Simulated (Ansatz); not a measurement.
Input file:

```yaml
crystal:
  periodic: [false, false, false]
  atoms:
    - {symbol: B, position_ang: [0.000000, -0.566846, 3.419971]}
    - {symbol: Al, position_ang: [0.000000, 0.278741, -1.430486]}
    - {symbol: H, position_ang: [0.000000, 0.878804, 5.897459]}
    - {symbol: H, position_ang: [0.000000, -2.260507, -4.286837]}
basis:
  gaussian: {orbitals: 6-31G}
correlation: {method: fic_mrcisd_q, electrons: outside_noble_gas, active_space: {window: {electrons: 2, orbitals: 2}}}
```

```sh
$ ansatz run in.yaml --threads 1 --pin off --events-out ev --progress --plain --max-ram 2393MiB
```

The program prints:

```
329 factors; integrals over basis functions are off by at most 3.0e-4 eV
mean field evaluation 1: about -7267.0127 eV, gradient 1.7e1 eV
mean field evaluation 2: about -7267.0133 eV, gradient 1.7e1 eV
mean field evaluation 4: about -7271.3600 eV, gradient 4.2e0 eV
mean field evaluation 8: about -7271.6220 eV, gradient 1.8e-1 eV
mean field evaluation 16: about -7254.2755 eV, gradient 6.8e0 eV
mean field evaluation 32: about -7261.0992 eV, gradient 1.8e1 eV
mean field evaluation 64: about -7269.8656 eV, gradient 6.7e0 eV
mean field -7271.62270818 eV, -267.2272056426 hartree, gradient 1.3e-6 eV, S^2 0.000000; 4 other end points of the search recorded, 0 dependent functions left out; unrestricted orbitals would lower it
reference -7271.62270818 eV, -267.2272056426 hartree; 10, 10 occupied and 16, 16 virtual orbitals, 329 factors
state -7273.99273618 eV, -267.3143025651 hartree
contracted CI cycle   1: correlation 0.00000000 eV, 0.0000000000 hartree, residual 7.92e0 eV
contracted CI cycle   2: correlation -2.93191828 eV, -0.1077460093 hartree, residual 2.45e0 eV
contracted CI cycle   3: correlation -3.24992513 eV, -0.1194325456 hartree, residual 1.14e0 eV
...
contracted CI cycle   5: correlation -3.67673663 eV, -0.1351175789 hartree, residual 1.53e-1 eV
contracted CI cycle   6: correlation -3.67745007 eV, -0.1351437976 hartree, residual 5.77e-2 eV
contracted CI cycle   7: correlation -3.67754324 eV, -0.1351472214 hartree, residual 1.93e-2 eV
contracted CI cycle   8: correlation -3.67755713 eV, -0.1351477317 hartree, residual 7.57e-3 eV
contracted CI cycle   9: correlation -3.67755929 eV, -0.1351478113 hartree, residual 3.39e-3 eV
contracted CI cycle  10: correlation -3.67755986 eV, -0.1351478321 hartree, residual 1.95e-3 eV
contracted CI cycle  11: correlation -3.67756005 eV, -0.1351478391 hartree, residual 1.35e-3 eV
contracted CI cycle  12: correlation -3.67756016 eV, -0.1351478430 hartree, residual 9.17e-4 eV
contracted CI cycle  13: correlation -3.67756021 eV, -0.1351478450 hartree, residual 6.11e-4 eV
contracted CI cycle  14: correlation -3.67756022 eV, -0.1351478454 hartree, residual 2.13e-4 eV
state -7273.66966473 eV, -267.3024299085 hartree; corrected -7278.54492842 eV, -267.4815925446 hartree
state -7273.66966473 eV, -267.3024299085 hartree; corrected -7278.54492842 eV, -267.4815925446 hartree
WARN: the results are in doubt because another end's mean lies 0.323 eV lower, and its corrected mean 0.123 eV higher
Total energy: -7278.54492842 eV, -267.4815925446 hartree
In doubt: another end's mean lies 0.323 eV lower, and its corrected mean 0.123 eV higher
```

Natural occupations: 1.4069 0.5931.

Ran on 1 thread of Arm Neoverse V1, shared host: 1.2 s wall, 0.15 GiB peak host memory.
